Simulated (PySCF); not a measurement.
Ionisation energy of Be by level of theory

Be [He] 2s2 (1S) → Be⁺ [He] 2s1 (2S), as a difference of total energies. Computed with PySCF 2.14 in aug-cc-pCVQZ-DK (9s8p6d4f2g, 109 functions), with the spin-free X2C one-electron Hamiltonian (Gaussian nucleus). Correlated levels: valence: 1s2 frozen. The calculations carry no spin-orbit coupling.

| method | ionisation energy (eV) | error (eV) |
| --- | --- | --- |
| UHF | 8.044 | -1.279 |
| MP2 (valence) | 8.852 | -0.471 |
| SCS-MP2 (valence) | 9.013 | -0.310 |
| CCSD (valence) | 9.297 | -0.026 |

Reference: 9.323 eV (measured; NIST Atomic Spectra Database, ionization energies).

Errors of the correlated levels include the incompleteness of this basis and the frozen core.

With two correlated electrons CCSD is exact in that space.
